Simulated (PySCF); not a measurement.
## AlS: one state, many levels of theory

State: ²Σ⁺ (doublet), unpaired electrons σ ↑. Set-up: basis Al aug-pcseg-1, S aug-pcseg-1; no relativity; PySCF 2.14. De refers to Al + S in their high-spin ground configurations, without counterpoise correction. The functionals are run spin-unrestricted. A positive dipole means Al(−)S(+). Levels whose curve was spin-contaminated or gave no clean fit are not listed.

```json
{"Level": "UHF", "Re (Å)": "2.021", "ωe (cm⁻¹)": "630", "De (eV)": "2.51", "μ (D)": "-5.08"}
{"Level": "UHF-CCSD", "Re (Å)": "2.050", "ωe (cm⁻¹)": "603", "De (eV)": "3.58", "μ (D)": "n/a"}
{"Level": "UHF-CCSD(T)", "Re (Å)": "2.056", "ωe (cm⁻¹)": "611", "De (eV)": "3.79", "μ (D)": "n/a"}
{"Level": "PBE", "Re (Å)": "2.057", "ωe (cm⁻¹)": "599", "De (eV)": "4.39", "μ (D)": "-3.69"}
{"Level": "TPSS", "Re (Å)": "2.050", "ωe (cm⁻¹)": "609", "De (eV)": "4.30", "μ (D)": "-3.79"}
{"Level": "r²SCAN", "Re (Å)": "2.036", "ωe (cm⁻¹)": "632", "De (eV)": "4.45", "μ (D)": "-4.00"}
{"Level": "PBE0", "Re (Å)": "2.037", "ωe (cm⁻¹)": "623", "De (eV)": "4.17", "μ (D)": "-4.03"}
{"Level": "BHandHLYP", "Re (Å)": "2.035", "ωe (cm⁻¹)": "611", "De (eV)": "3.74", "μ (D)": "-4.31"}
{"Level": "LC-ωPBE", "Re (Å)": "2.012", "ωe (cm⁻¹)": "657", "De (eV)": "3.95", "μ (D)": "-4.48"}
{"Level": "B2PLYP", "Re (Å)": "2.047", "ωe (cm⁻¹)": "620", "De (eV)": "4.03", "μ (D)": "-4.40"}
```

Q: Which functional lies closest to UHF-CCSD(T) in De, which farthest, and by how much do they differ from it?

A: Closest is BHandHLYP (-2.1 pm in Re, +0.0 % in ωe, -0.05 eV in De against UHF-CCSD(T) in the same basis), farthest r²SCAN (-2.0 pm in Re, +3.4 % in ωe, +0.66 eV in De). CCSD(T) converges more slowly with the basis than the functionals do and binds too weakly in this one, so the order can change at the basis-set limit.

Q: What does a quarter of exact exchange do here, going from PBE to PBE0?

A: PBE0 less PBE: -2.0 pm in Re, +4.0 % in ωe, -0.22 eV in De. Exact exchange removes part of the self-interaction that spreads semilocal densities, and in most molecules shortens and stiffens the bond and lowers De; so it does here.

Q: What does the step from GGA to meta-GGA do here, going from PBE to r²SCAN?

A: r²SCAN less PBE: -2.1 pm in Re, +5.5 % in ωe, +0.06 eV in De. 

Correlated steps freeze 10 core orbitals. Correlated levels converge slowly with the basis: in double zeta they bind strong bonds too weakly, by up to about 1 eV, and carry superposition errors of some tenths. B2PLYP dipoles, levels and charges come from its SCF part alone. The state was picked by a PBE0 search and need not be the measured ground state.
